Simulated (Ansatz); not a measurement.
H₄O₂Si, SMILES O[SiH2]O, the energy of protonation at one site

Computed with the Python package of Ansatz (0.2.0).

`pa_h4o2si.py`:
```python
"""Proton affinity of H4O2Si at one site."""

from dataclasses import dataclass
import warnings

import ansatz as az
import numpy as np


@dataclass
class Settings:
    basis_set: str = "def2-SVP"
    xc: str = "HF"
    charge: int = 1
    fmax: float = 0.01


opts = Settings()


def main() -> None:
    warnings.simplefilter("ignore", az.DeckWarning)

    mol = (
        az.Crystal.molecule()
        .atom("O", [-1.3544, -0.2124, 0.2622])
        .atom("Si", [0.1112, 0.4382, 0.0191])
        .atom("O", [1.0853, -0.8271, -0.3227])
        .atom("H", [-1.7448, -0.52, -0.5497])
        .atom("H", [0.0897, 1.3578, -1.1486])
        .atom("H", [0.5771, 1.1216, 1.2529])
        .atom("H", [1.2972, -1.4262, 0.4411])
    )

    base = (
        mol.calculation()
        .basis(gaussian=opts.basis_set)
        .functional(opts.xc)
    )
    symbols = [site.symbol for site in mol.cartesian_sites]
    start = np.array([site.position_ang for site in mol.cartesian_sites], dtype=float)
    report = base.relax(force_tolerance=0.01, max_steps=100).run(threads=1, pin="off").report
    end = np.array(report["positions_ang"])

    # start the new hydrogen opposite the existing bonds
    away = sum((end[2] - end[j]) / np.linalg.norm(end[2] - end[j]) for j in [1, 6]) + np.array([0.15, 0.1, -0.2])
    proton = end[2] + 1.0 * away / np.linalg.norm(away)
    acid = az.Crystal.molecule()
    for symbol, place in zip(symbols, end):
        acid = acid.atom(symbol, place.tolist())
    acid = acid.atom("H", proton.tolist())
    protonated = (
        acid.calculation()
        .basis(gaussian=opts.basis_set)
        .functional(opts.xc)
        .charge(opts.charge)
        .relax(force_tolerance=opts.fmax, max_steps=80)
    )
    after = protonated.run(threads=1, pin="off").report
    xyz = np.array(after["positions_ang"])
    reach = np.linalg.norm(xyz[:-1] - xyz[-1], axis=1)
    print(f"base {report['free_energy_ev']:.5f} eV, protonated {after['free_energy_ev']:.5f} eV")
    print(f"the proton ends {reach.min():.3f} A from {symbols[reach.argmin()]}{reach.argmin()}")
    print(f"electronic proton affinity {96.485332 * (report['free_energy_ev'] - after['free_energy_ev']):.1f} kJ/mol")


if __name__ == "__main__":
    main()
```

```console
$ python pa_h4o2si.py
base -11996.48511 eV, protonated -12004.90782 eV
the proton ends 0.958 A from O2
electronic proton affinity 812.7 kJ/mol
```

Notes:
- Total energies depend on the basis set; only differences at equal settings carry meaning.
- The proton is put on one chosen atom, which needn't be the most basic site, so the molecule's proton affinity can be higher; the ends are stationary points, not checked by frequencies, and zero-point and thermal terms count only where printed.
- Hartree-Fock leaves correlation out, so bond, atomisation and ionisation energies come out well too low.
- The whole script took 14 s on 1 thread of Arm Neoverse V1 (shared host), peak memory 0.19 GiB.
